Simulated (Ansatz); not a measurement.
Reaction: HSiOF3 (SMILES O[Si](F)(F)F) → HO (SMILES [OH], doublet) + SiF3 (SMILES F[Si](F)F, doublet) (the O-Si bond breaks)
Each species at its own B3LYP-D3(BJ)/def2-TZVP minimum (Ansatz, an electronic-structure program), one conformer.

Total energies in hartree (Ansatz). Open shells are spin-unrestricted; no spin-orbit coupling. Correlated methods leave the cores frozen. No relativity.

```tsv
species	HF/cc-pV(T+d)Z	CCSD(T)/cc-pV(T+d)Z	HF/cc-pV(Q+d)Z	CCSD(T)/cc-pV(Q+d)Z	CCSD(T)/cc-pV(D+d)Z	CCSDT(Q)/cc-pV(D+d)Z
1: HSiOF3 (trifluoro(hydroxy)silane, SMILES [Si](F)(F)(O)F)	-663.14387	-664.28001	-663.18467	-664.42029	-663.82067	-663.82323
2: HO (SMILES [OH], doublet)	-75.41896	-75.63769	-75.42557	-75.66159	-75.55935	-75.55979
3: SiF3 (SMILES F[Si](F)F, doublet)	-587.54784	-588.41650	-587.58229	-588.53019	-588.05106	-588.05313
```

Task: Work out the bond dissociation energy (electronic) in kcal/mol: take Hartree-Fock from cc-pV(Q+d)Z, extrapolate the CCSD(T) correlation energy as X^-3 (X = 3, 4), and add CCSDT(Q) - CCSD(T) in cc-pV(D+d)Z. 1 hartree = 627.51 kcal/mol.

Result: 
Species 1: correlation (64·(-1.23562) - 27·(-1.13614))/37 = -1.30821; step -0.00256; E1 = -663.18467 + (-1.30821) + (-0.00256) = -664.49544
Species 2: correlation (64·(-0.23602) - 27·(-0.21873))/37 = -0.24864; step -0.00044; E2 = -75.42557 + (-0.24864) + (-0.00044) = -75.67465
Species 3: correlation (64·(-0.94790) - 27·(-0.86866))/37 = -1.00572; step -0.00207; E3 = -587.58229 + (-1.00572) + (-0.00207) = -588.59008
-1·E1 +1·E2 +1·E3 = 0.23071 hartree = 144.8 kcal/mol.
